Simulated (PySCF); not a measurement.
# SiH4S (Si(SH)H3) at SVWN5/STO-6G

Aim: the energy change on altering one bond length of SiH4S (Si(SH)H3) at SVWN5/STO-6G, from 2 runs. Input form: a Python script.

The calculation is run with PySCF 2.14.0.

6 further runs of the same task are left out: 6 set aside as unsound or not needed.

**1. The molecule**

SiH4S has 6 atoms, charge 0, and is taken as a singlet. As SMILES, `[H][Si]([H])([H])S`. The coordinates come from a GFN2-xTB relaxation.

Bond lengths: Si1–S2 2.147 Å, S2–H3 1.325 Å, Si1–H4 1.452 Å, Si1–H5 1.457 Å, Si1–H6 1.458 Å. Angles: Si1–S2–H3 97.0°, S2–Si1–H4 103.2°, S2–Si1–H5 107.7°, S2–Si1–H6 107.7°, H4–Si1–H5 113.2°, H4–Si1–H6 113.1°, H5–Si1–H6 111.3°.

**2. A single-point energy at SVWN5/STO-6G**

Input file run.py:

```python
from pyscf import gto, dft

system = gto.Mole()
system.atom = '''
Si     0.380232    -0.027477    -1.029107
S      0.479461     0.037454     3.026340
H     -1.997081     0.113213     3.392512
H      3.034919    -0.039098    -1.719556
H     -0.950967     2.231011    -1.871131
H     -0.946564    -2.315103    -1.799057
'''
system.unit = 'bohr'
system.basis = 'sto-6g'
system.charge = 0
system.verbose = 3
system.max_memory = 1860
system.build()

mf = dft.RKS(system)
mf.xc = 'svwn'
mf.conv_tol = 1e-10
mf.grids.level = 5
mf.kernel()
if not mf.converged:
    mf = mf.newton().run(mf.mo_coeff, mf.mo_occ)

e_final = mf.e_tot
print('E(%s) = %.9f' % ('SVWN5', e_final))
```

The run is started by

```bash
$ OMP_NUM_THREADS=1 python run.py
```

Standard output:

```text
converged SCF energy = -684.971071209723
E(SVWN5) = -684.971071210
```

Wall time 2.8 s (1 thread of Intel Xeon 6975P-C (Granite Rapids), shared host); peak memory 0.14 GiB.

**3. The distorted shape**

Input file input.py:

```python
from pyscf import gto, dft

mol = gto.Mole()
mol.atom = '''
Si    -0.922640    -0.009620    -0.252281
S     -0.870130     0.024740     1.893769
H     -2.180660     0.064830     2.087539
H      1.606010    -0.020690    -0.909950
H     -1.627080     1.185520    -0.697861
H     -1.624750    -1.220180    -0.659721
'''
mol.basis = 'sto-6g'
mol.max_memory = 1860
mol.verbose = 3
mol.charge = 0
mol.build()

myscf = dft.RKS(mol)
myscf.xc = 'svwn'
myscf.grids.level = 5
myscf.conv_tol = 1e-10
myscf.kernel()
if not myscf.converged:
    myscf = myscf.newton().run(myscf.mo_coeff, myscf.mo_occ)

e_final = myscf.e_tot
print('Final energy', e_final)
```

The run is started by

```bash
$ OMP_NUM_THREADS=1 python input.py
```

Standard output:

```text
converged SCF energy = -684.793063688382
Final energy -684.7930636883822
```

It took 4.5 s on 1 thread of Intel Xeon 6975P-C (Granite Rapids), shared host; peak memory 0.14 GiB.

**4. What came out**

Level: SVWN5/STO-6G.

| quantity | value |
| --- | --- |
| first shape: total energy | -684.97107 Eh |
| first shape: dipole moment | 1.36 D |
| first shape: HOMO energy | -1.80 eV |
| first shape: LUMO energy | 5.09 eV |
| first shape: HOMO–LUMO gap | 6.89 eV |
| distorted shape: total energy | -684.79306 Eh |
| distorted shape: dipole moment | 1.67 D |
| distorted shape: HOMO energy | -1.97 eV |
| distorted shape: LUMO energy | -0.42 eV |
| distorted shape: HOMO–LUMO gap | 1.56 eV |
| energy change with the Si1–H4 bond stretched from 1.452 to 2.613 Å | 4.844 eV |

One bond (distorted shape) is far stretched, which a spin-restricted single reference describes badly; a broken-symmetry solution may lie lower. With the Si1–H4 bond stretched from 1.452 to 2.613 Å the energy rises by 4.84 eV (467 kJ/mol). The first shape isn't relaxed at this level, so the change isn't measured from a minimum. A restricted reference can't describe the breaking bond well at this length. The minimal basis adds a large error of its own. Mulliken charges (first shape) run from -0.10 on S2 to +0.36 on Si1. Mulliken charges (distorted shape) run from -0.09 on S2 to +0.34 on Si1; they depend strongly on the basis.
